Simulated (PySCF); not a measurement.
Breaking a bond: CH₄S, SMILES SC. The C1–S5 bond (C1 also carries H, H, H; S5 carries H) is stretched with both fragments frozen at the PBE0/def2-TZVP optimised geometry.

Level of theory: CCSD(T) on UHF/cc-pVDZ, 6 core orbitals frozen (PySCF).

Relative to R = 1.85 Å, what are the energies at R = 1.46, 2.46, 3.23, 4.84 Å?

64.2 kcal/mol at 1.46 Å, 38.1 kcal/mol at 2.46 Å, 73.7 kcal/mol at 3.23 Å, 78.1 kcal/mol at 4.84 Å.

The unrestricted determinant behind UCCSD(T) is spin-contaminated at 2.46 to 6.26 Å (<S²> up to 1.0, against 0.00 for a pure singlet).
